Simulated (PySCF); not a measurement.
Compound: C4H6O.
SMILES with atom numbers: `[OH:1][CH2:2][CH:3]1[CH:4]=[CH:5]1`

Cartesian coordinates in Å at the PBE0-D3(BJ)/def2-SVP level; atoms count from 1:
```
atom  x, y, z in Å
O1    -1.9124    0.6975   -0.5950
C2    -1.1099   -0.3111   -0.0384
C3     0.3424   -0.1856   -0.4398
C4     1.3156    0.6326    0.3682
C5     1.4569   -0.6547    0.4479
H6    -1.5256    1.5426   -0.3424
H7    -1.1743   -0.3375    1.0698
H8    -1.5201   -1.2659   -0.4074
H9     0.4778   -0.2297   -1.5348
H10    1.6541    1.6295    0.6401
H11    1.9954   -1.5175    0.8318
```

Definitions: NICS(0) = −σiso at the ring centroid; NICS(1) = −σiso and NICS(1)zz = −σzz at ±1 Å along the ring normal z. Level: GIAO CAM-B3LYP/pcSseg-2 (PySCF, non-relativistic, gas phase) on the PBE0-D3(BJ)/def2-SVP geometry, one conformer.

Ring bond lengths (Å): C3–C4 1.507, C4–C5 1.297, C5–C3 1.500.

Q: What do the NICS probes read (ppm)?

A: 
```tsv
ring	type	NICS(0)	NICS(1), two faces	NICS(1)zz, two faces	rms pucker (Å)	centre to ring atoms, mean (Å)
C3–C4–C5	3-membered carbocycle; formal bonds 1 double, 2 single	-28.3	-6.7 / -7.7	-14.1 / -17.8	0.00	0.83
```

Q: What can be read from them?

A: 
- C3–C4–C5: mean NICS(1)zz -16.0 ppm, shielded. C3 has four or more neighbours, so the value isn't read as a sign of a π ring current. The two faces differ by 3.7 ppm, so no symmetry operation interchanges them. NICS(0) lies 21 ppm below the mean NICS(1).

Q: How do the values depend on the level or the medium?

A: 
```
                  level  NICS(0), C3–C4–C5  mean NICS(1)zz, C3–C4–C5
CAM-B3LYP/pcSseg-2, gas              -28.3                     -16.0
     PBE0/pcSseg-1, gas              -28.4                     -15.4
```

The geometry is the same throughout.

On Arm Neoverse N1, one thread, shared host, this took 54 s of wall time. This is the whole shielding run at CAM-B3LYP/pcSseg-2, SCF included.
